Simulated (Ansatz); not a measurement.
A calculation with Ansatz (development build ahead of 0.2.0).

```yaml
crystal:
  periodic: [false, false, false]
  atoms:
    - { symbol: Na, position_ang: [0.0, 0.0, 0.0] }
    - { symbol: Si, position_ang: [1.37866, 1.83821, 3.97984] }
basis:
  gaussian: { orbitals: STO-3G }
magnetization:
  initial_magnetization: 3
hamiltonian:
  xc: hf
correlation:
  method: fci
  frozen_orbitals: { Na: 1, Si: 5 }
```

The input is written out in the form of the current development build from the run's settings.

Results

- Converged: yes
- Total energy: -445.19152 hartree
- State: lowest quartet root, of any spatial symmetry
